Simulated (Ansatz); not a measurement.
Dissociation curves of SO3 (sulfur trioxide)

SO3 has 4 atoms, charge 0, and is taken as a singlet. SMILES: `O=S(=O)=O`. The S2–O1 distance was set to 1.772 Å, away from the relaxed value.

```tsv
atom	x (Å)	y (Å)	z (Å)
O	-1.4003	-0.8547	0.6703
S	0.0001	-0.0001	-0.0004
O	1.3076	-0.3275	0.4403
O	-0.1875	1.0114	-0.9761
```

The O1–S2 distance is scanned; the parts on either side stay rigid. Basis STO-3G, 8 core orbitals frozen in the correlated methods; program Ansatz 0.2.0. FCI is exact within this basis and core. Energies in eV from each method's value at 1.772 Å; methods without a U are spin-restricted. The shape above is that at 1.772 Å.

| distance (Å) | HF | PBE | revPBE | PBE0 | r2SCAN0 | FCI |
| --- | --- | --- | --- | --- | --- | --- |
| 1.418 | 1.07 | 1.17 | 1.25 | 0.81 | 0.70 | 1.44 |
| 1.772 | 0.00 | 0.00 | 0.00 | 0.00 | 0.00 | 0.00 |
| 2.127 | 0.16 | 1.41 | 1.34 | 1.43 | 1.39 | 0.48 |
| 2.836 | 0.46 | 3.42 | 3.23 | 2.75 | 2.60 | 0.41 |
| 3.545 | 0.48 | 3.89 | 3.65 | 2.98 | 2.79 | 0.38 |

Departure from the FCI curve at its largest: HF -0.37 eV at 1.42 Å; PBE +3.50 eV at 3.54 Å; revPBE +3.27 eV at 3.54 Å; PBE0 +2.60 eV at 3.54 Å; r2SCAN0 +2.41 eV at 3.54 Å. Restricted functionals keep the electrons paired too, and rise too high.
